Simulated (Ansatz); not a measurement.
Molecular dynamics of CH10Si2

The input (input.yaml):

```yaml
crystal:
  periodic: [false, false, false]
  atoms:
    - { symbol: Si, position_ang: [-0.217096, -0.045979, 0.149582] }
    - { symbol: C, position_ang: [0.301408, 0.113582, 2.259946] }
    - { symbol: H, position_ang: [-0.2961, 0.234114, 3.176031] }
    - { symbol: H, position_ang: [0.825306, -0.844616, 2.307356] }
    - { symbol: H, position_ang: [0.996841, 0.952354, 2.178043] }
    - { symbol: H, position_ang: [1.287284, -0.169004, -0.008828] }
    - { symbol: H, position_ang: [-0.513932, 1.135014, -0.711778] }
    - { symbol: H, position_ang: [-0.712654, -1.391177, -0.237815] }
    - { symbol: Si, position_ang: [-2.776002, 0.426637, 0.878853] }
    - { symbol: H, position_ang: [-3.332412, 0.097589, -0.474305] }
    - { symbol: H, position_ang: [-3.582651, -0.369349, 1.865193] }
    - { symbol: H, position_ang: [-3.122158, 1.866361, 1.126557] }
    - { symbol: H, position_ang: [-0.882833, 0.215373, 1.646165] }
basis:
  gaussian: { orbitals: "6-31G*" }
hamiltonian:
  xc: pbe0
  dispersion: d4
md:
  timestep: 0.5
  n_steps: 129
  ensemble: nve
  temperature: 300.0
  initial_velocities: maxwell_boltzmann
  seed: 11184
```

Command:

```bash
$ ansatz run input.yaml --threads 1 --pin off --max-ram 2048MiB --backend cpu --events-out ev --progress --plain --runs-dir out
```

It starts at the highest image of a converged band. Of that band: Neighbouring images differ by up to 2.8 eV, so the band resolves the path poorly. A vibrational analysis at the climbing image gives one clearly imaginary mode, 1486i cm⁻¹: a first-order saddle point.

Output, in part (step lines, the closing report, with atoms numbered from 0):

```
md step     0: t =     0.00 fs  T =   300.0 K  F+E_penalty+E_count = -16942.14310608 eV  E_kin = 0.426558 eV  conserved = -16941.71654808 eV  (24 SCF iters)
md step     1: t =     0.50 fs  T =   293.7 K  F+E_penalty+E_count = -16942.13405054 eV  E_kin = 0.417618 eV  conserved = -16941.71643271 eV  (24 SCF iters)
md step     2: t =     1.00 fs  T =   276.3 K  F+E_penalty+E_count = -16942.10892763 eV  E_kin = 0.392806 eV  conserved = -16941.71612185 eV  (25 SCF iters)
md step     3: t =     1.50 fs  T =   251.0 K  F+E_penalty+E_count = -16942.07264382 eV  E_kin = 0.356947 eV  conserved = -16941.71569698 eV  (24 SCF iters)
md step     4: t =     2.00 fs  T =   222.7 K  F+E_penalty+E_count = -16942.03192405 eV  E_kin = 0.316670 eV  conserved = -16941.71525434 eV  (22 SCF iters)
md step     5: t =     2.50 fs  T =   196.1 K  F+E_penalty+E_count = -16941.99377107 eV  E_kin = 0.278882 eV  conserved = -16941.71488921 eV  (23 SCF iters)
md step     6: t =     3.00 fs  T =   175.3 K  F+E_penalty+E_count = -16941.96395328 eV  E_kin = 0.249275 eV  conserved = -16941.71467829 eV  (23 SCF iters)
md step     7: t =     3.50 fs  T =   162.6 K  F+E_penalty+E_count = -16941.94579426 eV  E_kin = 0.231130 eV  conserved = -16941.71466437 eV  (23 SCF iters)
[... lines left out ...]
Total energy: -16945.13841534 eV, -622.7223509364 hartree
Atom 0 at    -0.807971    -0.024727    -0.714614 Å, force     2.216665     1.063149     0.051948 eV/Å
Atom 1 at     0.730062     0.255450     4.189874 Å, force    -0.974899     1.870307    -0.756258 eV/Å
Atom 2 at     1.133883    -0.212368     5.061695 Å, force     0.451466    -0.106451     0.875673 eV/Å
Atom 3 at    -0.172537    -0.347732     3.918138 Å, force     0.692234     0.626956    -0.191184 eV/Å
Atom 4 at     1.516980     0.256406     3.392363 Å, force    -0.853217    -0.039997     0.476569 eV/Å
Atom 5 at     0.258966     0.411921     0.324749 Å, force    -0.397563    -0.040944    -0.727870 eV/Å
Atom 6 at    -0.496339     0.696112    -1.986123 Å, force    -0.268438    -0.146294     0.025317 eV/Å
Atom 7 at    -0.538998    -1.438332    -0.756717 Å, force    -0.012777    -1.051575    -0.389569 eV/Å
Atom 8 at    -2.477498     0.342986     0.670792 Å, force    -2.183714    -0.392437     0.748136 eV/Å
Atom 9 at    -3.870220    -0.247537     0.424885 Å, force     0.607330     0.352379    -0.081905 eV/Å
Atom 10 at    -1.916696    -0.433876     1.785407 Å, force     0.072433    -0.249694     0.433975 eV/Å
Atom 11 at    -2.617211     1.719023     1.160291 Å, force    -0.021998     0.463856    -0.036992 eV/Å
Atom 12 at     0.407243     1.371139     4.420872 Å, force     0.672478    -2.349256    -0.427839 eV/Å
Dipole moment:    -0.059144     0.009930    -0.132815 e Å
```

The steps, from the saved trajectory:

```tsv
time (fs)	T (K)	potential energy less start (eV)	conserved less start (meV/atom)
0	300	0.000	0.00
2	223	0.111	0.10
4	158	0.204	0.13
6	168	0.189	0.05
8	131	0.242	0.12
10	154	0.209	0.12
12	272	0.041	0.12
14	432	-0.190	-0.14
16	420	-0.167	0.23
18	643	-0.489	-0.14
20	724	-0.602	0.07
22	870	-0.808	0.12
24	1179	-1.251	-0.07
26	1344	-1.483	0.08
28	1667	-1.946	-0.16
30	1911	-2.291	-0.03
32	2003	-2.421	0.06
34	2191	-2.688	0.03
36	2363	-2.935	-0.11
38	2449	-3.056	-0.03
40	2506	-3.136	-0.01
42	2485	-3.106	0.06
44	2559	-3.212	0.03
46	2614	-3.292	-0.11
48	2526	-3.164	0.12
50	2537	-3.182	-0.09
52	2439	-3.042	0.02
54	2342	-2.903	0.04
56	2282	-2.818	0.03
58	2281	-2.815	0.09
60	2380	-2.960	-0.16
62	2316	-2.866	0.11
64	2378	-2.954	0.00
```

The run went to its last step. The conserved energy stayed within 0.24 meV per atom of its start (net change -0.015 meV per atom), so the integration is sound. The kinetic energy rose, since the run started high on the potential surface and went downhill. It ends in pieces (CH4 + H6Si2), so much of that is their flight and rotation, not heat. A run of 0.065 ps of so small a system gives no equilibrium averages. The orbitals stay closed-shell, which can raise the energy where a bond breaks towards radicals; this wasn't checked here.

Between its relaxed ends the band would form Si1–Si9, C2–H13 and break Si1–C2, Si9–H13. These pairs go: Si1–Si9 2.70 → 2.20 Å, C2–H13 1.34 → 1.18 Å, Si1–C2 2.18 → 5.15 Å, Si9–H13 2.05 → 4.84 Å. In the last frame they stand as after the step (other bonds may differ from the relaxed reactants and products). Also parted: Si1–H13 1.66 → 5.46 Å. It ends as CH4 + H6Si2. Pairs count as bonded within 1.25 times the sum of covalent radii (0.12 Å more for H–H).

Last frame:

```xyz
13
Properties=species:S:1:pos:R:3
Si -0.808 -0.025 -0.715
C 0.730 0.255 4.190
H 1.134 -0.212 5.062
H -0.172 -0.348 3.918
H 1.517 0.256 3.392
H 0.259 0.412 0.325
H -0.496 0.696 -1.986
H -0.539 -1.438 -0.757
Si -2.478 0.343 0.671
H -3.870 -0.247 0.425
H -1.917 -0.434 1.785
H -2.617 1.719 1.160
H 0.407 1.371 4.421
```

The run took 6.4 min on 1 thread of Arm Neoverse V2 (shared host), peak memory 0.14 GiB.
